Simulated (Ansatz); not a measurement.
The same path of C$_{4}$H$_{6}$OS (12 atoms, charge 0, multiplicity 1) was run twice with different band settings. The coordinate that changes most is the dihedral C1–C2–C3–H9.

Computed with RKS PBE/STO-3G in Ansatz.

Relaxed end points:

```xyz
12
Properties=species:S:1:pos:R:3
C -0.163 -0.965 -1.227
C 0.053 -0.256 -0.089
C 0.740 -0.873 1.139
C -0.375 1.194 0.034
O -1.001 1.629 -1.173
S -0.183 2.185 1.327
H 0.146 -2.019 -1.321
H -0.658 -0.505 -2.098
H 1.009 -1.927 0.946
H 1.659 -0.308 1.394
H 0.072 -0.828 2.022
H -1.224 2.617 -0.921
```

```xyz
12
Properties=species:S:1:pos:R:3
C -0.771 -1.025 -0.900
C -0.056 -0.267 -0.031
C 0.683 -0.878 1.170
C 0.055 1.237 -0.197
O -0.685 1.662 -1.341
S 0.883 2.288 0.752
H -0.854 -2.119 -0.784
H -1.294 -0.569 -1.756
H 1.767 -0.650 1.117
H 0.304 -0.450 2.119
H 0.548 -1.975 1.193
H -0.504 2.690 -1.308
```

Common settings: movable images 5; climbing image yes; optimiser quadratic models (default); start path IDPP; force threshold 0.03 eV/Å; iteration limit 60; end points relaxed.

| run | spring |
| --- | --- |
| 1 | 5.0 eV/Å² |
| 2 | 20.0 eV/Å² |

Task: What does each run give, and how far can it be trusted?

Result: Run 1: converged after 10 iterations, highest image 0.004 eV above the first end. The top lies less than 8 meV above the higher end, about what the thresholds resolve: that end is a shoulder or a very shallow well. A vibrational analysis at the climbing image gives no mode beyond 40i cm⁻¹: the surface is too flat there to confirm a saddle point.
Run 2: converged after 11 iterations, highest image 0.004 eV above the first end. The top lies less than 8 meV above the higher end, about what the thresholds resolve: that end is a shoulder or a very shallow well. Another band between the same ends (5 images) ends at a top of the same energy, where a vibrational analysis finds no clearly imaginary modes.
Limits of this set-up: minimal basis.
